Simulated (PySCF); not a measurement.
# SVWN5/STO-6G run of SiS (SMILES [Si-]#[S+])

Aim: the energy change on altering one bond length of SiS at SVWN5/STO-6G, from 2 runs. Input form: a Python script.

Program for the calculation: PySCF 2.14.0.

29 further runs of the same task are left out: 15 that didn't finish, 14 set aside as unsound or not needed.

## 1. The system as given

SiS has 2 atoms, charge 0, and is taken as a singlet. As SMILES, `[Si-]#[S+]`. Geometry: the measured bond length.

Bond lengths: Si1–S2 1.929 Å.

## 2. A single-point energy at SVWN5/STO-6G

Contents of calc.py:

```python
# silylene, thioxo-
from pyscf import gto, dft

mol = gto.M(
    atom='''
Si   0.000000   0.000000   0.000000
S    0.000000   0.000000   1.929321
''',
    basis='sto-6g',
    spin=0,
    verbose=3,
    max_memory=1860,
)

mf = dft.RKS(mol)
mf.xc = 'svwn'
mf.conv_tol = 1e-10
mf.grids.level = 5
mf.kernel()
if not mf.converged:
    mf = mf.newton().run(mf.mo_coeff, mf.mo_occ)

etot = mf.e_tot
print('E(%s) = %.9f' % ('SVWN5', etot))
```

On the command line:

```
$ OMP_NUM_THREADS=1 python calc.py
```

Output:

```text
converged SCF energy = -682.596115339684
E(SVWN5) = -682.596115340
```

Wall time 1.4 s (1 thread of Intel Xeon Platinum 8488C (Sapphire Rapids), shared host); peak memory 0.13 GiB.

## 3. The distorted shape, same level

Contents of run.py:

```python
from pyscf import gto, dft

mol = gto.M(
    atom='''
Si     0.000000     0.000000    -1.822979
S      0.000000     0.000000     3.645888
''',
    basis='sto-6g',
    max_memory=1860,
    unit='bohr',
    charge=0,
    verbose=3,
)

ks = dft.RKS(mol, xc='svwn')
ks.grids.level = 5
ks.conv_tol = 1e-10
ks.kernel()
if not ks.converged:
    ks = ks.newton().run(ks.mo_coeff, ks.mo_occ)

energy = ks.e_tot
print('Final energy', energy)
```

On the command line:

```
$ OMP_NUM_THREADS=1 python run.py
```

Output:

```text
SCF not converged.
SCF energy = -682.372517358959
converged SCF energy = -682.37251736032
Final energy -682.3725173603195
```

Run time: 2.3 s. Hardware: 1 thread of Intel Xeon Platinum 8488C (Sapphire Rapids), shared host; peak memory 0.15 GiB.

## 4. Outcome

Level: SVWN5/STO-6G.

| quantity | value |
| --- | --- |
| first shape: total energy | -682.59612 Eh |
| first shape: dipole moment | 0.91 D |
| first shape: HOMO energy | -2.77 eV |
| first shape: LUMO energy | 1.68 eV |
| first shape: HOMO–LUMO gap | 4.46 eV |
| distorted shape: total energy | -682.37252 Eh |
| distorted shape: dipole moment | 2.72 D |
| distorted shape: HOMO energy | -0.54 eV |
| distorted shape: LUMO energy | 0.31 eV |
| distorted shape: HOMO–LUMO gap | 0.85 eV |
| energy change with the Si1–S2 bond stretched from 1.929 to 2.894 Å | 6.084 eV |

What this shows: With the Si1–S2 bond stretched from 1.929 to 2.894 Å the energy rises by 6.08 eV (140 kcal/mol). The first shape isn't relaxed at this level, so the change isn't measured from a minimum. A restricted reference can't describe the breaking bond well at this length. The minimal basis adds a large error of its own.
